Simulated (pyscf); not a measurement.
Single points on ωB97X-D3(BJ)/def2-SVP structures (PySCF, gas phase).

### Question
What is the homolytic dissociation enthalpy (298 K, ωB97M-D3(BJ)/def2-TZVP) of the C–O bond of H₃C–CH(CH₃)–O–Sn(OH)(OH)–OH, to H₃C–CH•–CH₃ + •O–Sn(OH)(OH)–OH?

### Answer
C–O to H₃C–CH•–CH₃ + •O–Sn(OH)(OH)–OH: 401.5 kJ/mol. The 7 functionals that were run give +372.1 (r²SCAN) to +415.8 kJ/mol (M06-2X). Other isomers of H₃C–CH•–CH₃, •O–Sn(OH)(OH)–OH were not searched in full and may lie lower. Elements past Kr carry the def2 core potentials, without spin-orbit coupling.
